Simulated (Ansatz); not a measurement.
Process, species as SMILES: C#N (CH-N) → [C]#N (C-N) + H atom
B3LYP-D3(BJ)/def2-TZVP geometries, fixed; electronic energies without zero-point terms.
Largest species:
```
C
N 1 1.1462
H 1 1.0667 2 180.00
```
Charge 0, spin multiplicity 1.

Basis-set convergence of the bond dissociation energy at HF with Ansatz (a first-principles code). All functions are spherical. The T1 diagnostic of CCSD is high for at least one species. An unrestricted Hartree-Fock determinant is markedly spin-contaminated. Open shells are unrestricted. No added dispersion term, no relativity. Functions are those of the species that has most. Reference: the value in pcseg-4, 109.07 kcal/mol, itself unsure by roughly 0.12 kcal/mol (its mean distance from aug-pcseg-3, aug-cc-pVQZ, cc-pV5Z). Deviations are taken from unrounded values.

| basis | functions | bond dissociation energy (kcal/mol) | minus reference (kcal/mol) |
|---|---|---|---|
| pcseg-0 | 20 | 107.01 | -2.06 |
| cc-pVDZ | 33 | 107.63 | -1.45 |
| pcseg-1 | 33 | 109.72 | 0.65 |
| 6-311++G(2d,2p) | 64 | 108.89 | -0.18 |
| cc-pVTZ | 74 | 109.14 | 0.07 |
| jun-cc-pV(T+d)Z | 92 | 109.10 | 0.03 |
| aug-pcseg-2 | 115 | 109.34 | 0.27 |
| aug-pcseg-3 | 219 | 109.29 | 0.22 |
| cc-pV5Z | 237 | 109.00 | -0.07 |
